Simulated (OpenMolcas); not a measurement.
AlH3 (SMILES [H][Al]([H])[H]): the energy, rung by rung

AlH3: 4 atoms, total charge 0, spin state singlet. As SMILES, `[H][Al]([H])[H]`. The shape comes from GFN2-xTB, which is rough for such elements, and wasn't checked as a minimum.

```xyz
4

Al    0.0000    0.0000    0.0000
H     1.5527   -0.0305    0.0146
H    -0.7498    1.3598   -0.0191
H    -0.8028   -1.3293    0.0045
```

Quantity: the energy change with the Al1–H4 bond stretched from 1.553 to 2.329 Å, in eV. The values are calculated.

```json
{"level": "HF/3-21G (restricted)", "kind": "Hartree–Fock", "program": "OpenMolcas", "value (eV)": "1.68", "less FCI/3-21G": "+0.40", "CPU time (all runs)": "2.6 s"}
{"level": "SVWN5/3-21G (restricted)", "kind": "LDA", "program": "OpenMolcas", "value (eV)": "1.36", "less FCI/3-21G": "+0.08", "CPU time (all runs)": "4.7 s"}
{"level": "PBE/3-21G (restricted)", "kind": "GGA", "program": "OpenMolcas", "value (eV)": "1.35", "less FCI/3-21G": "+0.07", "CPU time (all runs)": "5.4 s"}
{"level": "r2SCAN/3-21G (restricted)", "kind": "meta-GGA", "program": "OpenMolcas", "value (eV)": "1.47", "less FCI/3-21G": "+0.19", "CPU time (all runs)": "6.5 s"}
{"level": "M06-2X/3-21G (restricted)", "kind": "hybrid meta-GGA", "program": "OpenMolcas", "value (eV)": "1.62", "less FCI/3-21G": "+0.34", "CPU time (all runs)": "6.5 s"}
{"level": "PBE0/3-21G (restricted)", "kind": "global hybrid", "program": "OpenMolcas", "value (eV)": "1.48", "less FCI/3-21G": "+0.20", "CPU time (all runs)": "5.4 s"}
{"level": "B2PLYP/3-21G (restricted)", "kind": "double hybrid", "program": "OpenMolcas", "value (eV)": "1.52", "less FCI/3-21G": "+0.24", "CPU time (all runs)": "5.2 s"}
{"level": "MP2/3-21G (restricted)", "kind": "perturbation theory", "program": "OpenMolcas", "value (eV)": "1.51", "less FCI/3-21G": "+0.23", "CPU time (all runs)": "2.7 s"}
{"level": "CISD/3-21G (restricted)", "kind": "coupled cluster or CI", "program": "OpenMolcas", "value (eV)": "1.34", "less FCI/3-21G": "+0.06", "CPU time (all runs)": "2.8 s"}
{"level": "FCI/3-21G", "kind": "exact in the basis", "program": "OpenMolcas", "value (eV)": "1.28", "less FCI/3-21G": "0.00", "CPU time (all runs)": "6.4 s"}
```

FCI/3-21G is exact within its basis and frozen core, so for wave-function methods in that basis the difference is their error; functionals converge differently with the basis, so for them it is only a difference. The first shape isn't each level's own minimum. The values span 1.28 to 1.68 eV. All rows use very small basis sets, so even the best lies far from the true value. Times are those of the runs behind each value, whatever else they computed, on shared processors of several kinds: orders of magnitude only.
